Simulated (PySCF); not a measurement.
```
atom   x (Å)   y (Å)    z (Å)
   N  0.0000  0.0000  -1.2320
   N  0.0000  0.0000  -0.0609
   O  0.0000  0.0000   1.1312
```

Basis set: aug-cc-pVTZ (spherical functions). Correlated methods keep 3 orbitals frozen. Charge 0, multiplicity 1.

Starred EOM-CCSD(T)(a) on the restricted Hartree–Fock determinant with PySCF 2.14.0; the energies are vertical.

(1) The solver was asked for the few lowest roots only. Give the electron affinities of singlet N₂O among them whose weight of singles is over 0.7 (positive where the electron binds).

Results:

(1)

```
root  energy (eV)  weight of singles
   1        -1.39               0.99
   2        -2.04               0.97
   3        -2.04               0.97
   4        -2.14               1.00
```

Higher main lines weren't sought.
